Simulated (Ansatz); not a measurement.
Ansatz (a program for electronic structure) input:

Ansatz 0.2 input:
```yaml
crystal:
  periodic: [false, false, false]
  atoms:
    - {symbol: C, position_ang: [0.01225366, -0.24478813, -1.08693639]}
    - {symbol: Cl, position_ang: [-0.00641773, 0.12820516, 0.56927130]}
    - {symbol: H, position_ang: [0.96940014, -0.33504208, -1.57184899]}
    - {symbol: H, position_ang: [-0.93382079, -0.37571690, -1.58414476]}
basis:
  gaussian:
    orbitals: STO-3G
magnetization: {spin_polarized: true, initial_magnetization: 1}
correlation: {method: ccsd_t, electrons: outside_noble_gas}
```

Q: What final total energy does it print?

A: -493.14227 Eh (CCSD(T)/STO-3G). The basis has 16 functions.

It need not be the lowest isomer of its formula.
